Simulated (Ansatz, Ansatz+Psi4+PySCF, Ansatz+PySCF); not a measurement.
```yaml
atoms:
  - { symbol: B, position_ang: [0.0000, 0.0000, -0.8090] }
  - { symbol: B, position_ang: [0.0000, 0.0000, 0.8090] }
```

Basis set: cc-pVTZ (spherical functions). Correlated methods keep 2 orbitals frozen. Correlation on ROHF uses semicanonical orbitals with singles. Charge 0, multiplicity 3.

Computed with Ansatz (development build ahead of 0.2.0); each method stands on the lowest determinant of its kind that the runs found.

Q: Give the atomization energy at this shape (free ground-state atoms in the same class of orbitals less the molecule, no zero-point energy) of triplet B₂ by UHF-CCSD(T), UHF-CCSD, UHF-MP2, ROHF-MP2, ROHF, UHF.

A:

```tsv
method	atomization energy
UHF-CCSD(T)	59.19 kcal/mol
UHF-CCSD	54.25 kcal/mol
UHF-MP2	59.51 kcal/mol
ROHF-MP2	43.74 kcal/mol
ROHF	34.09 kcal/mol
UHF	52.80 kcal/mol
```

Caution: the determinant breaks the point group. Caution for UHF-CCSD(T), UHF-MP2, ROHF-MP2: another reference gives a lower total. Caution for UHF-CCSD(T), UHF-CCSD, UHF-MP2: large share of triples, a single reference is doubtful. Caution for UHF-CCSD(T), UHF-CCSD, UHF-MP2, UHF: the unrestricted determinant is a mixture of spin states. Caution for UHF-MP2, ROHF-MP2: forces differ strongly between restricted and unrestricted references. Caution for ROHF-MP2, ROHF: an unrestricted determinant lies well below.
